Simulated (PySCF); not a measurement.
Molecular orbitals of NaS

PBE0 at R = 2.488 Å; basis Na def2-TZVP, S def2-TZVP; no relativity; PySCF 2.14. State: ⁴Σ⁻ (quartet), unpaired electrons σ ↑, π ↑↑, a second solution, started from another occupation. Only the outer orbitals are listed, counted within each symmetry.

```json
{"spin": "α", "orbital": "6σ", "occ.": "1", "ε (eV)": "-31.80", "on Na (%)": "100", "main shells (%)": "100 Na p"}
{"spin": "α", "orbital": "2π", "occ.": "1", "ε (eV)": "-31.77", "on Na (%)": "100", "main shells (%)": "100 Na p"}
{"spin": "α", "orbital": "2π", "occ.": "1", "ε (eV)": "-31.77", "on Na (%)": "100", "main shells (%)": "100 Na p"}
{"spin": "α", "orbital": "7σ", "occ.": "1", "ε (eV)": "-21.74", "on Na (%)": "-1", "main shells (%)": "100 S s"}
{"spin": "α", "orbital": "3π", "occ.": "1", "ε (eV)": "-10.84", "on Na (%)": "1", "main shells (%)": "99 S p"}
{"spin": "α", "orbital": "3π", "occ.": "1", "ε (eV)": "-10.84", "on Na (%)": "1", "main shells (%)": "99 S p"}
{"spin": "α", "orbital": "8σ", "occ.": "1", "ε (eV)": "-9.79", "on Na (%)": "3", "main shells (%)": "97 S p"}
{"spin": "α", "orbital": "9σ", "occ.": "1", "ε (eV)": "-3.05", "on Na (%)": "100", "main shells (%)": "94 Na s"}
{"spin": "α", "orbital": "4π", "occ.": "0", "ε (eV)": "-0.46", "on Na (%)": "100", "main shells (%)": "100 Na p"}
{"spin": "α", "orbital": "4π", "occ.": "0", "ε (eV)": "-0.46", "on Na (%)": "100", "main shells (%)": "100 Na p"}
{"spin": "α", "orbital": "10σ", "occ.": "0", "ε (eV)": "-0.15", "on Na (%)": "102", "main shells (%)": "84 Na p, 18 Na s"}
{"spin": "β", "orbital": "6σ", "occ.": "1", "ε (eV)": "-31.74", "on Na (%)": "100", "main shells (%)": "100 Na p"}
{"spin": "β", "orbital": "2π", "occ.": "1", "ε (eV)": "-31.71", "on Na (%)": "100", "main shells (%)": "100 Na p"}
{"spin": "β", "orbital": "2π", "occ.": "1", "ε (eV)": "-31.71", "on Na (%)": "100", "main shells (%)": "100 Na p"}
{"spin": "β", "orbital": "7σ", "occ.": "1", "ε (eV)": "-18.78", "on Na (%)": "1", "main shells (%)": "99 S s"}
{"spin": "β", "orbital": "8σ", "occ.": "1", "ε (eV)": "-8.97", "on Na (%)": "3", "main shells (%)": "96 S p"}
{"spin": "β", "orbital": "3π", "occ.": "0", "ε (eV)": "-5.57", "on Na (%)": "3", "main shells (%)": "97 S p"}
{"spin": "β", "orbital": "3π", "occ.": "0", "ε (eV)": "-5.57", "on Na (%)": "3", "main shells (%)": "97 S p"}
{"spin": "β", "orbital": "9σ", "occ.": "0", "ε (eV)": "-0.83", "on Na (%)": "101", "main shells (%)": "100 Na s"}
```

Question: Which are the highest filled and the lowest empty level, where do they sit, and how wide is the gap?

Answer: Highest filled α 9σ at -3.05 eV (in %: 94 Na s); lowest empty β 3π at -5.57 eV (in %: 97 S p); the gap at PBE0 is -2.52 eV.

| Property | Result |
| --- | --- |
| bond order (Mayer) | 0.13 |
| ⟨S²⟩ | 3.755 |
| charge on Na (Mulliken, basis-dependent) | -0.08 |
| charge on Na (Löwdin, basis-dependent) | -0.45 |
| dipole moment (positive dipole means Na(−)S(+)) | 3.05 D |

Shares are Mulliken populations and can fall outside 0 to 100 %.

Counting both spins, an empty level lies below a filled one in this solution, because spin and occupation are held.
